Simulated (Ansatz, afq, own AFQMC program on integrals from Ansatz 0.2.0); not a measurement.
Integrals from Ansatz 0.2.0, then the random walk in our own AFQMC program (afq).

```yaml
crystal:
  periodic: [false, false, false]
  atoms:
    - {symbol: Na, position_ang: [0.000000, 0.000000, 0.420080]}
    - {symbol: H, position_ang: [0.000000, 0.000000, -2.905920]}
    - {symbol: H, position_ang: [0.000000, 0.000000, 2.485840]}
basis:
  gaussian: {orbitals: aug-cc-pVDZ}
total_charge: -1
magnetization: {spin_polarized: false}
correlation: {method: ccsd_t, electrons: outside_noble_gas, hamiltonian_folder: ham}
```

```sh
$ ansatz run in.yaml --threads 1 --pin off --events-out ev --progress --plain --max-ram 24576MiB --backend cuda --devices 0, --max-vram 18GiB
```

Options of the walk:

```
--method phaseless --trial cisd --walkers 4000 --populations 20 --least-time 60 --time-step 0.005 --steps-per-block 50 --equilibration-blocks 40 --max-blocks 4000 --target-error 0.00024 --factor-cut 1e-05 --seed 7613 --release-times 0.24,0.51,0.99,1.62,2.4 --release-step 0.03 --release-every 3 --taylor-order 6
```

Times are imaginary, in 1/Eh. The walk had a cap of 122 s. With eight or more populations the least sampling time is a fifth of least-time, and the error comes from their spread.

afq prints:

```
orbitals 40  electrons 2 2  factors 272 of 419
reference energy -162.92276890 Eh
CCSD correlation -0.07166848 Eh in 13 cycles, weight of the determinant in the CISD state 0.9159
energy of the start -162.994443 Eh
 block  time / (1/Eh)  mean weight  energy / Eh
     1     0.250  1.0000  -162.994053
     2     0.500  0.9998  -162.993935
     3     0.750  1.0001  -162.993906
     4     1.000  1.0000  -162.993970
     5     1.250  0.9999  -162.993987
    10     2.500  0.9999  -162.994221
    15     3.750  0.9998  -162.994356
    19     4.750  0.9999  -162.994432
    29     7.250  1.0001  -162.994531
    39     9.750  0.9999  -162.994414
    49    12.250  1.0000  -162.994567
    59    14.750  1.0001  -162.994562
    69    17.250  0.9999  -162.994890
    73    18.250  0.9999  -162.994926
    79    19.750  1.0001  -162.994619
    89    22.250  1.0000  -162.994862
error from the spread of 20 populations
released: time / (1/Eh)  energy / Eh  error  mean overlap
  0.24  -162.994703  0.000029  0.9981
  0.51  -162.994710  0.000029  1.0000
  0.99  -162.994764  0.000039  1.0005
  1.62  -162.994765  0.000035  0.9991
  2.40  -162.994729  0.000024  1.0014
energy -162.994679 +/- 0.000040 Eh
(rows thinned)
```

The run passed its tests (sampling time, drift between the halves within three errors, error under three times the target), which doesn't prove that it has relaxed.

Against this walk (error 1.1 meV) on the same determinant: CCSD(T) 1.9 meV higher (within the noise), CCSDT(Q) 1.1 meV lower (within the noise), full CI 1.2 meV lower (within the noise). The error is statistical and leaves out the bias of the constraint. Released to 2.40 1/Eh the energy moves by -1.4 ± 1.3 meV (both errors), within twice the noise.

Cautions: constraint bias not in the error; higher spins were not checked; raised T1 diagnostic (T1 0.021, weight of the determinant 0.92, largest double 0.06).

The walk took 21 s on 1 × NVIDIA H100 80GB HBM3 with 2 threads of AMD EPYC 7R13 Processor (Zen 3), with other jobs on the host (the card was shared). The log's last line is the phaseless energy.

CCSDT and higher add their correlation energy to the determinant of the CCSD(T) run, since their own runs factorise the integrals more tightly (a shift of under 2 meV). A walk keeps the symmetry of its determinant, which the program's search chose and which needn't be the lowest solution, so a lower state of the same spin and another symmetry isn't excluded.
